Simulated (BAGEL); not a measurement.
**HF/6-31G(d) (density fitting with qzvpp-jkfit, spherical functions) run of MgCl2 (SMILES [Cl][Mg][Cl])**

What is the energy change on altering one bond length of MgCl2 at HF/6-31G* (density fitting with qzvpp-jkfit, spherical functions)? 

The calculation is run with BAGEL 1.2.2.

1 further run of the same task is left out (set aside as unsound or not needed).

**1. The molecule**

MgCl2 has 3 atoms, charge 0, and is taken as a singlet. SMILES: `[Cl][Mg][Cl]`. The shape comes from GFN2-xTB, which is rough for such elements, and wasn't checked as a minimum.

Bond lengths: Mg1–Cl2 2.121 Å, Mg1–Cl3 2.119 Å. Angles: Cl2–Mg1–Cl3 178.9°.

**2. The energy at HF/6-31G(d) (density fitting with qzvpp-jkfit, spherical functions)**

File job.json:

```json
{ "bagel": [

{
  "title": "molecule",
  "basis": "6-31gs.json",
  "df_basis": "qzvpp-jkfit",
  "angstrom": true,
  "geometry": [
    { "atom": "Mg", "xyz": [   -0.012090,   -0.006970,   -0.000690 ] },
    { "atom": "Cl", "xyz": [   -0.010090,   -0.016320,    2.119970 ] },
    { "atom": "Cl", "xyz": [    0.022170,    0.023290,   -2.119290 ] }
  ]
},
{
  "title": "hf"
},
{
  "title": "print",
  "file": "orbitals.molden",
  "orbitals": true
}

]}
```

The basis set 6-31G* is read from a file made from the Basis Set Exchange's data (not shown).

The run is started by

```
$ BAGEL_NUM_THREADS=1 BAGEL job.json > job.out
```

The program printed:

```text
* using 1 threads per process

  ===============================================================
  ===============================================================

  *** Geometry ***

  { "atom" : "Mg", "xyz" : [     -0.022847,     -0.013171,     -0.001304 ] },
  { "atom" : "Cl", "xyz" : [     -0.019067,     -0.030840,      4.006163 ] },
  { "atom" : "Cl", "xyz" : [      0.041895,      0.044012,     -4.004878 ] },

  Number of auxiliary basis functions:      368

  Since a DF basis is specified, we compute 2- and 3-index integrals:
    o Being stored without compression. Storage requirement is 0.009 GB

  Number of basis functions:       54
  Number of electrons      :       46

    * METHOD: MOLECULE                             0.11

  *** RHF ***

  === Nuclear Repulsion ===
   137.9196756660

      * DIIS with orbital gradients will be used.

  === RHF iteration (6-31gs.json) ===
      0      -1118.65344542          0.01160528           0.03
      1      -1118.71293433          0.00427561           0.03
      2      -1118.72050983          0.00074239           0.02
      3      -1118.72091085          0.00012669           0.02
      4      -1118.72092490          0.00002598           0.02
      5      -1118.72092538          0.00000752           0.02
      6      -1118.72092542          0.00000147           0.02
      7      -1118.72092542          0.00000024           0.02
      8      -1118.72092542          0.00000007           0.02
      9      -1118.72092542          0.00000002           0.02
     10      -1118.72092542          0.00000000           0.02
    * SCF iteration converged.

    * Permanent dipole moment:
           (    0.039509,     0.022779,     0.003243) a.u.

    * METHOD: HF                                   0.34

    * METHOD: PRINT                                0.01

  ===============================================================
```

It took 0.58 s on 1 thread of Arm Neoverse V1, shared host.

**3. The distorted shape**

File input.json:

```json
{ "bagel": [

{
  "title": "molecule",
  "basis": "6-31gs.json",
  "df_basis": "qzvpp-jkfit",
  "angstrom": true,
  "geometry": [
    { "atom": "Mg", "xyz": [   -0.022368,   -0.016048,    0.634869 ] },
    { "atom": "Cl", "xyz": [   -0.020368,   -0.025398,    2.755529 ] },
    { "atom": "Cl", "xyz": [    0.022170,    0.023290,   -2.119290 ] }
  ]
},
{
  "title": "hf"
},
{
  "title": "print",
  "file": "orbitals.molden",
  "orbitals": true
}

]}
```

The basis set 6-31G* is read from a file made from the Basis Set Exchange's data (not shown).

The run is started by

```
$ BAGEL_NUM_THREADS=1 BAGEL input.json > input.out
```

The program printed:

```text
* using 1 threads per process

  ===============================================================
  ===============================================================

  *** Geometry ***

  { "atom" : "Mg", "xyz" : [     -0.042269,     -0.030326,      1.199729 ] },
  { "atom" : "Cl", "xyz" : [     -0.038490,     -0.047995,      5.207195 ] },
  { "atom" : "Cl", "xyz" : [      0.041895,      0.044012,     -4.004878 ] },

  Number of auxiliary basis functions:      368

  Since a DF basis is specified, we compute 2- and 3-index integrals:
    o Being stored without compression. Storage requirement is 0.009 GB

  Number of basis functions:       54
  Number of electrons      :       46

    * METHOD: MOLECULE                             0.11

  *** RHF ***

  === Nuclear Repulsion ===
   121.4605062788

      * DIIS with orbital gradients will be used.

  === RHF iteration (6-31gs.json) ===
      0      -1118.59569382          0.01258977           0.03
      1      -1118.66989625          0.00486646           0.02
      2      -1118.68206334          0.00080356           0.02
      3      -1118.68255460          0.00016502           0.02
      4      -1118.68257533          0.00005652           0.02
      5      -1118.68257856          0.00001450           0.03
      6      -1118.68257876          0.00000357           0.03
      7      -1118.68257878          0.00000097           0.02
      8      -1118.68257878          0.00000036           0.03
      9      -1118.68257878          0.00000012           0.02
     10      -1118.68257878          0.00000003           0.02
     11      -1118.68257878          0.00000001           0.03
     12      -1118.68257878          0.00000000           0.03
    * SCF iteration converged.

    * Permanent dipole moment:
           (    0.057627,     0.039104,    -1.182344) a.u.

    * METHOD: HF                                   0.39

    * METHOD: PRINT                                0.01

  ===============================================================
```

Wall time 0.64 s (1 thread of Arm Neoverse V1, shared host).

**4. Outcome**

Level: HF/6-31G* (density fitting with qzvpp-jkfit, spherical functions).

```
                                                           quantity           value
                                          first shape: total energy  -1118.72093 Eh
                                         first shape: dipole moment          0.12 D
                                           first shape: HOMO energy       -12.33 eV
                                           first shape: LUMO energy         0.74 eV
                                         first shape: HOMO–LUMO gap        13.08 eV
                                      distorted shape: total energy  -1118.68258 Eh
                                     distorted shape: dipole moment          3.01 D
                                       distorted shape: HOMO energy       -11.04 eV
                                       distorted shape: LUMO energy        -0.33 eV
                                     distorted shape: HOMO–LUMO gap        10.71 eV
energy change with the Mg1–Cl3 bond stretched from 2.119 to 2.755 Å        1.043 eV
```

**Reading.** With the Mg1–Cl3 bond stretched from 2.119 to 2.755 Å the energy rises by 1.04 eV (24 kcal/mol). The first shape isn't relaxed at this level, so the change isn't measured from a minimum.
